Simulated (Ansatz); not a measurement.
System: antifluorite Mg₂Sn. Method: PBE in Ansatz (PAW).

Settings: plane-wave cutoff 520 eV, 10×10×10 k mesh, Fermi–Dirac smearing 0.01 eV, scalar-relativistic PAW data made under PBE.

Energies at three volumes about the minimum:

```tsv
V (Å³/atom)	E − E_lowest (meV/atom)
25.857	1.37
26.385	0.00
26.913	1.28
```

Fit a parabola by hand: where is the minimum, what lattice constant follows, and what is the bulk modulus?

Slopes: (0.00 − 1.37)/(26.385 − 25.857) = -2.595 and (1.28 − 0.00)/(26.913 − 26.385) = 2.424 meV/Å³. Curvature E″ = 2 × (2.424 − (-2.595))/(26.913 − 25.857) = 9.506 meV/Å⁶. From the middle of the first interval, the slope vanishes at V0 = 26.1210 − (-2.595)/9.506 = 26.394 Å³/atom. B = V0 E″ = 26.394 × 9.506 meV/Å³ × 0.1602 GPa per meV/Å³ = 40.2 GPa. With 12 atoms in the cube, a = (12 × 26.394)^(1/3) = 6.817 Å. The full Birch–Murnaghan fit to all volumes gives V0 = 26.385 Å³/atom and B0 = 40.4 GPa.

Measured, for comparison: lattice constant a 6.766 Å (temperature not stated, no zero-point or thermal correction; as tabulated in Freccero, Grin, Wagner, Dalton Trans. (2023), ESI).

Note: this level leaves the solid without a gap, although one is measured.

Ansatz is a first-principles code.
